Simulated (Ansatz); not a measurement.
One 216-atom cell of rock-salt MgO (1×1×1 k mesh) in Ansatz (an electronic-structure program) on different hardware, wall time of one geometry. Timed on an otherwise idle machine. Each time is one whole self-consistent calculation from the program's own starting density, with atoms slightly displaced so that no symmetry helps. Each time rests on 1 run. Runs that were refused, crashed, met a hardware fault or gave a value with a known fault, GW or RPA on cards, and runs at one k point on several cards are not listed.

```tsv
level	1 x GB200 with 34 host threads	1 x GB300 with 34 host threads	94 threads on AMD EPYC 9R45
HSE06	12.5 s	24.4 s	89.3 s
PBE0	12.1 s	24.3 s	89.6 s
```

Cutoffs: HSE06 420 eV, PBE0 420 eV.

SCF iterations: HSE06 15/15/15, PBE0 13/14/14. Levels and machines are shown where every run ended and took over 10 s.

Small jobs can leave large machines partly idle; times within a tenth of each other aren't ordered.
